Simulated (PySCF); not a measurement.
# Functional dependence of a UV spectrum

Species: OF₂.
Z-matrix (Å and degrees, PBE0-D3(BJ)/def2-SVP geometry), rows numbered from 1:
```
F 
O   1  1.3789
F   2  1.3792  1  104.02
```

Linear-response calculations in the def2-SVPD basis (PySCF; singlets by full response, triplets Tamm–Dancoff, core orbitals frozen in the response; HF means time-dependent Hartree–Fock). 'Strongest' is the level of largest summed f among the singlets computed (10 roots, of which the last may lack a degenerate partner); it can jump between rows when another state enters that window. S1 is the lowest singlet of each run and needn't be the same state throughout; f(S1) is that of one state. Geometry: PBE0-D3(BJ)/def2-SVP; no solvent, vibrations or thermal averaging.

```tsv
functional	kind	S1 (eV)	f(S1)	strongest (eV)	T1 (eV)	HOMO (eV)	gap (eV)	ionisation energy, ΔSCF (eV)
LDA	LDA	4.31	0.000	9.26	3.13	-7.82	3.62	12.99
PBE	GGA	4.41	0.000	9.32	3.11	-7.64	3.80	12.72
B3LYP	global hybrid, 20% exact exchange	4.76	0.000	10.23	3.37	-9.64	6.93	13.40
PBE0	global hybrid, 25% exact exchange	4.84	0.000	10.53	3.38	-9.92	7.68	13.34
BHandHLYP	global hybrid, 50% exact exchange	5.16	0.000	11.55	3.65	-12.23	11.57	13.79
CAM-B3LYP	range-separated hybrid	4.85	0.000	10.59	3.42	-11.59	10.52	13.57
wB97X-D	range-separated hybrid	4.89	0.000	10.63	3.52	-11.96	11.64	13.45
LC-wPBE	range-separated hybrid	4.91	0.000	10.63	3.42	-12.83	13.15	13.50
HF	Hartree–Fock	5.72	0.000	12.51	4.08	-15.89	18.67	not settled
```

S1 runs from 4.31 eV (LDA) to 5.72 eV (HF), a spread of 1.41 eV, while the orbital gap spreads over 15.0 eV. Along PBE (0%), B3LYP (20%), PBE0 (25%), BHandHLYP (50%), HF (100%) S1 rises with the share of exact exchange. −ε(HOMO) comes closest to its own ΔSCF ionisation energy with LC-wPBE (-0.68 eV) and misses most with LDA (-5.17 eV). 'Not settled' means that the ion's SCF failed to converge or may have ended in another state than the lowest.
